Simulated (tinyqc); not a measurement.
Inside a calculation (part 2 of 3). Method: RHF in the sto-3g basis, for CH3+, spin multiplicity 1. Computed by tinyqc, a small Python program that keeps every step (integrals from PySCF). Command: `OMP_NUM_THREADS=1 python tinyqc.py 20170 20171 out.jsonl` (the two numbers bound the seeds that draw the settings). One thread of a shared host (Intel(R) Xeon(R) Processor @ 2.60GHz), about 0.09 s of CPU time with the checks.

Geometry (angstrom):

| atom | x | y | z |
|---|---|---|---|
| C | 0.000000 | 0.000000 | 0.061000 |
| H | 1.327000 | 0.000000 | 0.000000 |
| H | -0.663000 | 1.149000 | 0.000000 |
| H | -0.663000 | -1.149000 | 0.000000 |

## Iteration 1: building the Fock matrix

D at the start:
```
            1C 1s      1C 2s     1C 2px     1C 2py     1C 2pz      2H 1s      3H 1s      4H 1s
1C 1s    1.148250  -0.547522   0.160580  -0.264290   0.397408   0.152534  -0.585088  -0.186067
1C 2s   -0.547522   1.189287  -0.645202   0.555866   0.271188   0.587583  -0.201608  -0.610413
1C 2px   0.160580  -0.645202   2.070000   0.590805   0.303450  -1.046414   0.661884   0.698982
1C 2py  -0.264290   0.555866   0.590805   0.948742   0.605563   0.026914  -0.103004   0.530879
1C 2pz   0.397408   0.271188   0.303450   0.605563   0.722551   0.270217  -0.533660   0.290460
2H 1s    0.152534   0.587583  -1.046414   0.026914   0.270217   0.797739  -0.712733  -0.329694
3H 1s   -0.585088  -0.201608   0.661884  -0.103004  -0.533660  -0.712733   0.949520  -0.207403
4H 1s   -0.186067  -0.610413   0.698982   0.530879   0.290460  -0.329694  -0.207403   2.552251
```

core Hamiltonian H = T + V (hartree):
```
             1C 1s      1C 2s     1C 2px     1C 2py     1C 2pz      2H 1s      3H 1s      4H 1s
1C 1s   -18.956950  -4.574994   0.000003   0.000000   0.001572  -0.668410  -0.669070  -0.669070
1C 2s    -4.574994  -5.901933   0.000017   0.000000   0.017421  -1.799671  -1.800892  -1.800892
1C 2px    0.000003   0.000017  -4.895355   0.000000  -0.000003  -1.618377   0.809274   0.809274
1C 2py    0.000000   0.000000   0.000000  -4.895490   0.000000   0.000000  -1.402512   1.402512
1C 2pz    0.001572   0.017421  -0.000003   0.000000  -4.770980   0.077389   0.077455   0.077455
2H 1s    -0.668410  -1.799671  -1.618377   0.000000   0.077389  -3.297410  -0.338536  -0.338536
3H 1s    -0.669070  -1.800892   0.809274  -1.402512   0.077455  -0.338536  -3.298142  -0.338537
4H 1s    -0.669070  -1.800892   0.809274   1.402512   0.077455  -0.338536  -0.338537  -3.298142
```

nuclear repulsion = 7.86284031 hartree

Given earlier and not repeated: Two-electron integrals (ij|kl) in chemists' order.

J_ij = sum D_kl (ij|kl), K_ij = sum D_kl (ik|jl); F = H + J - 0.5 K; E = tr D H + tr D J / 2 - 0.25 tr D K + E_nn.

Coulomb J (hartree):
```
            1C 1s      1C 2s     1C 2px     1C 2py     1C 2pz      2H 1s      3H 1s      4H 1s
1C 1s    8.111309   1.676314  -0.032873   0.019111   0.032230   0.240648   0.244621   0.242953
1C 2s    1.676314   4.444909  -0.208211   0.061399   0.089042   1.304594   1.406383   1.461790
1C 2px  -0.032873  -0.208211   4.484055   0.069860   0.029232   1.234887  -0.722141  -0.790414
1C 2py   0.019111   0.061399   0.069860   4.473722   0.036309   0.023696   1.195623  -1.265686
1C 2pz   0.032230   0.089042   0.029232   0.036309   4.366299  -0.034249  -0.043077  -0.057561
2H 1s    0.240648   1.304594   1.234887   0.023696  -0.034249   2.776867   0.247018   0.248696
3H 1s    0.244621   1.406383  -0.722141   1.195623  -0.043077   0.247018   3.100946   0.266431
4H 1s    0.242953   1.461790  -0.790414  -1.265686  -0.057561   0.248696   0.266431   3.621400
```

exchange K (hartree):
```
            1C 1s      1C 2s     1C 2px     1C 2py     1C 2pz     2H 1s      3H 1s      4H 1s
1C 1s    3.533419   0.324097   0.148152  -0.147366   0.417905  0.116798  -0.227330  -0.060944
1C 2s    0.324097   1.041247  -0.264855   0.390406   0.304265  0.373973   0.383450   0.372997
1C 2px   0.148152  -0.264855   1.149723   0.376334   0.263335  0.123501  -0.108838  -0.367732
1C 2py  -0.147366   0.390406   0.376334   0.865711   0.259765  0.201476   0.400155  -0.366253
1C 2pz   0.417905   0.304265   0.263335   0.259765   0.721606  0.204476  -0.052250   0.020540
2H 1s    0.116798   0.373973   0.123501   0.201476   0.204476  0.476690   0.072938   0.046166
3H 1s   -0.227330   0.383450  -0.108838   0.400155  -0.052250  0.072938   0.711302   0.015976
4H 1s   -0.060944   0.372997  -0.367732  -0.366253   0.020540  0.046166   0.015976   1.534539
```

Fock matrix F (hartree):
```
             1C 1s      1C 2s     1C 2px     1C 2py     1C 2pz      2H 1s      3H 1s      4H 1s
1C 1s   -12.612351  -3.060729  -0.106947   0.092794  -0.175151  -0.486161  -0.310783  -0.395645
1C 2s    -3.060729  -1.977647  -0.075766  -0.133804  -0.045670  -0.682064  -0.586234  -0.525600
1C 2px   -0.106947  -0.075766  -0.986161  -0.118307  -0.102438  -0.445241   0.141552   0.202726
1C 2py    0.092794  -0.133804  -0.118307  -0.854624  -0.093574  -0.077041  -0.406967   0.319953
1C 2pz   -0.175151  -0.045670  -0.102438  -0.093574  -0.765484  -0.059098   0.060503   0.009624
2H 1s    -0.486161  -0.682064  -0.445241  -0.077041  -0.059098  -0.758887  -0.127988  -0.112924
3H 1s    -0.310783  -0.586234   0.141552  -0.406967   0.060503  -0.127988  -0.552847  -0.080094
4H 1s    -0.395645  -0.525600   0.202726   0.319953   0.009624  -0.112924  -0.080094  -0.444012
```

total energy of this density = -23.94704674 hartree

## Iteration 1: diagonalisation and new density

X:
```
            1C 1s      1C 2s     1C 2px     1C 2py     1C 2pz      2H 1s      3H 1s      4H 1s
1C 1s    1.027180  -0.151452   0.000004   0.000000   0.001029   0.021278   0.021288   0.021288
1C 2s   -0.151452   1.216211  -0.000057   0.000000  -0.008926  -0.219946  -0.220129  -0.220129
1C 2px   0.000004  -0.000057   1.102929   0.000000   0.000003  -0.234709   0.117382   0.117382
1C 2py   0.000000   0.000000   0.000000   1.103072   0.000000   0.000000  -0.203438   0.203438
1C 2pz   0.001029  -0.008926   0.000003   0.000000   1.000415   0.010268   0.010279   0.010279
2H 1s    0.021278  -0.219946  -0.234709   0.000000   0.010268   1.131714  -0.015718  -0.015718
3H 1s    0.021288  -0.220129   0.117382  -0.203438   0.010279  -0.015718   1.131886  -0.015737
4H 1s    0.021288  -0.220129   0.117382   0.203438   0.010279  -0.015718  -0.015737   1.131886
```

overlap S:
```
           1C 1s     1C 2s     1C 2px     1C 2py     1C 2pz      2H 1s      3H 1s      4H 1s
1C 1s   1.000000  0.248362   0.000000   0.000000   0.000000   0.035929   0.035964   0.035964
1C 2s   0.248362  1.000000   0.000000   0.000000   0.000000   0.363383   0.363596   0.363596
1C 2px  0.000000  0.000000   1.000000   0.000000   0.000000   0.377479  -0.188744  -0.188744
1C 2py  0.000000  0.000000   0.000000   1.000000   0.000000   0.000000   0.327099  -0.327099
1C 2pz  0.000000  0.000000   0.000000   0.000000   1.000000  -0.017352  -0.017366  -0.017366
2H 1s   0.035929  0.363383   0.377479   0.000000  -0.017352   1.000000   0.071644   0.071644
3H 1s   0.035964  0.363596  -0.188744   0.327099  -0.017366   0.071644   1.000000   0.071630
4H 1s   0.035964  0.363596  -0.188744  -0.327099  -0.017366   0.071644   0.071630   1.000000
```

A level shift of 0.2 hartree raises the virtual space: F + shift (S - S D(s) S), with D(s) the density of one spin (D/2). Diagonalise F' = X^T F X, C = X C', fill 4 alpha and 4 beta electrons from the bottom; D = 2 C_occ C_occ^T. Each column has its largest component positive (the first on a tie).

F' = X^T F X (hartree):
```
            1          2          3          4          5          6          7          8
1  -12.342666  -1.352569  -0.102434   0.128901  -0.214406  -0.087286   0.133880   0.032141
2   -1.352569  -1.211064  -0.006849  -0.197143  -0.058952  -0.328621  -0.229108  -0.201107
3   -0.102434  -0.006849  -0.863008  -0.172440  -0.127991  -0.115368   0.027865   0.088826
4    0.128901  -0.197143  -0.172440  -0.627954  -0.158554  -0.051962  -0.252648   0.182195
5   -0.214406  -0.058952  -0.127991  -0.158554  -0.637838  -0.085917   0.110174  -0.040107
6   -0.087286  -0.328621  -0.115368  -0.051962  -0.085917  -0.407130   0.043092  -0.008220
7    0.133880  -0.229108   0.027865  -0.252648   0.110174   0.043092  -0.201274   0.025072
8    0.032141  -0.201107   0.088826   0.182195  -0.040107  -0.008220   0.025072  -0.224150
```

orbital energies (hartree): MO1 -12.512863, MO2 -1.367280, MO3 -1.025849, MO4 -0.667765, MO5 -0.599198, MO6 -0.296168, MO7 -0.049122, MO8 0.003160

coefficients C:
```
              MO1        MO2        MO3        MO4        MO5        MO6        MO7        MO8
1C 1s    1.001581  -0.205577   0.089759   0.050279   0.025111   0.049961   0.128450   0.061323
1C 2s   -0.006179   0.836532  -0.418794  -0.096166  -0.125209  -0.268174  -0.715391  -0.404520
1C 2px   0.006330   0.196667   0.792084  -0.112237  -0.580621  -0.525899   0.039968   0.071392
1C 2py  -0.007708   0.401074   0.313848   0.518104   0.355701   0.070030   0.486427  -0.635335
1C 2pz   0.018632   0.164436   0.339515  -0.431281   0.760919  -0.152126  -0.121007   0.236191
2H 1s    0.005196   0.125688  -0.066611  -0.298202   0.053498   1.021258   0.405681   0.256318
3H 1s   -0.012370   0.011543   0.024720   0.364307  -0.128513  -0.238123   0.173296   1.071902
4H 1s   -0.006120  -0.002984  -0.021881  -0.261325   0.025725  -0.456129   1.035582  -0.189420
```

D after iteration 1:
```
            1C 1s      1C 2s     1C 2px     1C 2py     1C 2pz      2H 1s      3H 1s      4H 1s
1C 1s    2.112021  -0.441173   0.062727  -0.071902  -0.012705  -0.083213   0.011547  -0.041239
1C 2s   -0.441173   1.768921  -0.312895   0.308595   0.073457   0.323366  -0.071309   0.063672
1C 2px   0.062727  -0.312895   1.357426   0.538546   0.699574   0.010918  -0.038232   0.022746
1C 2py  -0.071902   0.308595   0.538546   1.055704  -0.102169  -0.250070   0.402465  -0.286821
1C 2pz  -0.012705   0.073457   0.699574  -0.102169   0.657319   0.253515  -0.294116   0.209341
2H 1s   -0.083213   0.323366   0.010918  -0.250070   0.253515   0.218371  -0.217794   0.157957
3H 1s    0.011547  -0.071309  -0.038232   0.402465  -0.294116  -0.217794   0.267234  -0.191405
4H 1s   -0.041239   0.063672   0.022746  -0.286821   0.209341   0.157957  -0.191405   0.137632
```

## Iteration 2: building the Fock matrix

As before.

Coulomb J (hartree):
```
            1C 1s      1C 2s     1C 2px     1C 2py     1C 2pz      2H 1s      3H 1s      4H 1s
1C 1s   11.697732   2.261612  -0.015593   0.015360   0.005158   0.326622   0.329018   0.327648
1C 2s    2.261612   5.199343  -0.074912   0.081290   0.023475   1.513301   1.564824   1.528484
1C 2px  -0.015593  -0.074912   5.223510   0.030464   0.054816   1.432972  -0.759011  -0.751073
1C 2py   0.015360   0.081290   0.030464   5.215926  -0.013760   0.022726   1.310431  -1.249869
1C 2pz   0.005158   0.023475   0.054816  -0.013760   5.141935  -0.049567  -0.071670  -0.064068
2H 1s    0.326622   1.513301   1.432972   0.022726  -0.049567   3.051735   0.278468   0.271152
3H 1s    0.329018   1.564824  -0.759011   1.310431  -0.071670   0.278468   3.210757   0.279975
4H 1s    0.327648   1.528484  -0.751073  -1.249869  -0.064068   0.271152   0.279975   3.085031
```

exchange K (hartree):
```
            1C 1s      1C 2s     1C 2px     1C 2py     1C 2pz     2H 1s      3H 1s      4H 1s
1C 1s    7.224635   1.254858  -0.016289   0.007770   0.012262  0.187258   0.191658   0.187728
1C 2s    1.254858   1.758357  -0.160443   0.163949   0.083370  0.580625   0.591483   0.563986
1C 2px  -0.016289  -0.160443   1.322671   0.260030   0.497193  0.384991  -0.231317  -0.298016
1C 2py   0.007770   0.163949   0.260030   1.337186  -0.141464  0.031484   0.521653  -0.443689
1C 2pz   0.012262   0.083370   0.497193  -0.141464   0.815339  0.216249  -0.168356   0.029848
2H 1s    0.187258   0.580625   0.384991   0.031484   0.216249  0.536831   0.093228   0.154467
3H 1s    0.191658   0.591483  -0.231317   0.521653  -0.168356  0.093228   0.657582   0.048349
4H 1s    0.187728   0.563986  -0.298016  -0.443689   0.029848  0.154467   0.048349   0.559862
```

Fock matrix F (hartree):
```
             1C 1s      1C 2s     1C 2px     1C 2py     1C 2pz      2H 1s      3H 1s      4H 1s
1C 1s   -10.871536  -2.940811  -0.007446   0.011475   0.000598  -0.435417  -0.435881  -0.435285
1C 2s    -2.940811  -1.581768   0.005327  -0.000685  -0.000789  -0.576683  -0.531809  -0.554401
1C 2px   -0.007446   0.005327  -0.333180  -0.099551  -0.193783  -0.377901   0.165922   0.207208
1C 2py    0.011475  -0.000685  -0.099551  -0.348157   0.056972   0.006984  -0.352908   0.374488
1C 2pz    0.000598  -0.000789  -0.193783   0.056972  -0.036714  -0.080302   0.089963  -0.001536
2H 1s    -0.435417  -0.576683  -0.377901   0.006984  -0.080302  -0.514091  -0.106682  -0.144618
3H 1s    -0.435881  -0.531809   0.165922  -0.352908   0.089963  -0.106682  -0.416176  -0.082737
4H 1s    -0.435285  -0.554401   0.207208   0.374488  -0.001536  -0.144618  -0.082737  -0.493043
```

total energy of this density = -38.02070417 hartree

## Iteration 2: DIIS over 2 matrices

error matrix X^T (FDS - SDF) X:
```
           1          2          3          4          5          6          7          8
1   0.000000   0.082933   0.160882  -0.073353  -0.145151  -0.178089  -0.033115   0.054742
2  -0.082933   0.000000   0.239808  -0.145215  -0.155270   0.083629   0.383629   0.213217
3  -0.160882  -0.239808   0.000000   0.059486  -0.090692   0.242361  -0.094856  -0.428306
4   0.073353   0.145215  -0.059486   0.000000   0.104720   0.241541   0.199521  -0.246977
5   0.145151   0.155270   0.090692  -0.104720   0.000000   0.303349  -0.126412   0.001212
6   0.178089  -0.083629  -0.242361  -0.241541  -0.303349   0.000000   0.069132   0.092686
7   0.033115  -0.383629   0.094856  -0.199521   0.126412  -0.069132   0.000000  -0.072827
8  -0.054742  -0.213217   0.428306   0.246977  -0.001212  -0.092686   0.072827   0.000000
```

B (overlaps of the stored error matrices):
```
               1              2
1  2.8077781e+02  3.4191814e+00
2  3.4191814e+00  1.9141709e+00
```

Minimise |sum c_i e_i|^2 with sum c_i = 1: solve [B -1; -1 0][c; lambda] = [0; -1] with B_ij = tr e_i^T e_j, and take F = sum c_i F_i.

DIIS coefficients: -0.005456  1.005456

extrapolated F (hartree):
```
             1C 1s      1C 2s     1C 2px     1C 2py     1C 2pz      2H 1s      3H 1s      4H 1s
1C 1s   -10.862038  -2.940156  -0.006903   0.011032   0.001557  -0.435140  -0.436563  -0.435501
1C 2s    -2.940156  -1.579608   0.005769   0.000041  -0.000545  -0.576108  -0.531512  -0.554558
1C 2px   -0.006903   0.005769  -0.329618  -0.099449  -0.194282  -0.377533   0.166055   0.207233
1C 2py    0.011032   0.000041  -0.099449  -0.345394   0.057794   0.007443  -0.352613   0.374786
1C 2pz    0.001557  -0.000545  -0.194282   0.057794  -0.032738  -0.080418   0.090123  -0.001597
2H 1s    -0.435140  -0.576108  -0.377533   0.007443  -0.080418  -0.512755  -0.106566  -0.144791
3H 1s    -0.436563  -0.531512   0.166055  -0.352613   0.090123  -0.106566  -0.415430  -0.082751
4H 1s    -0.435501  -0.554558   0.207233   0.374786  -0.001597  -0.144791  -0.082751  -0.493310
```

## Iteration 2: diagonalisation and new density

As before.

F' = X^T F X (hartree):
```
            1          2          3          4          5          6          7          8
1  -10.628790  -1.553400  -0.011536   0.016282   0.004473  -0.014613  -0.027638  -0.018424
2   -1.553400  -0.760694   0.036832  -0.031815  -0.018369  -0.362462  -0.310446  -0.322827
3   -0.011536   0.036832  -0.067609  -0.153068  -0.258659  -0.351579   0.179637   0.189483
4    0.016282  -0.031815  -0.153068  -0.049207   0.063599   0.039632  -0.394644   0.372101
5    0.004473  -0.018369  -0.258659   0.063599   0.101931  -0.087861   0.102462  -0.030530
6   -0.014613  -0.362462  -0.351579   0.039632  -0.087861  -0.098078  -0.001191  -0.081488
7   -0.027638  -0.310446   0.179637  -0.394644   0.102462  -0.001191   0.007211   0.015361
8   -0.018424  -0.322827   0.189483   0.372101  -0.030530  -0.081488   0.015361  -0.058390
```

orbital energies (hartree): MO1 -10.868944, MO2 -0.918280, MO3 -0.619420, MO4 -0.579492, MO5 0.161317, MO6 0.300344, MO7 0.411418, MO8 0.559432

coefficients C:
```
              MO1        MO2        MO3        MO4        MO5        MO6        MO7        MO8
1C 1s    0.992417  -0.235107  -0.019392   0.029368  -0.032032  -0.191102  -0.019801   0.007267
1C 2s    0.031487   0.781576   0.081184  -0.117004   0.156683   0.990776   0.095247  -0.009208
1C 2px   0.000559  -0.017216   0.285329   0.549648   0.201900  -0.051127   0.712459  -0.603573
1C 2py  -0.001232  -0.005438   0.573880  -0.099687   0.119048  -0.114029   0.503426   0.824392
1C 2pz  -0.000265   0.040379  -0.019394   0.379113   0.818455  -0.103329  -0.385418   0.162488
2H 1s   -0.005440   0.257306   0.039231   0.413400  -0.600392  -0.518832  -0.595481   0.402943
3H 1s   -0.004760   0.092443   0.334872  -0.343055   0.144639  -0.664699  -0.252633  -0.787958
4H 1s   -0.005759   0.193781  -0.432173  -0.019210   0.198382  -0.733945   0.704348   0.294919
```

D after iteration 2:
```
            1C 1s      1C 2s     1C 2px     1C 2py     1C 2pz      2H 1s      3H 1s      4H 1s
1C 1s    2.082812  -0.315032   0.030423  -0.028000   0.003506  -0.109027  -0.086053  -0.086916
1C 2s   -0.315032   1.264267  -0.109170   0.107930  -0.028762   0.311497   0.278854   0.236870
1C 2px   0.030423  -0.109170   0.767645   0.218090   0.404299   0.467970  -0.189210  -0.274420
1C 2py  -0.028000   0.107930   0.218090   0.678614  -0.098284  -0.040178   0.451755  -0.494294
1C 2pz   0.003506  -0.028762   0.404299  -0.098284   0.291466   0.332711  -0.265634   0.017850
2H 1s   -0.109027   0.311497   0.467970  -0.040178   0.332711   0.477349  -0.209739   0.049992
3H 1s   -0.086053   0.278854  -0.189210   0.451755  -0.265634  -0.209739   0.476789  -0.240383
4H 1s   -0.086916   0.236870  -0.274420  -0.494294   0.017850   0.049992  -0.240383   0.449453
```
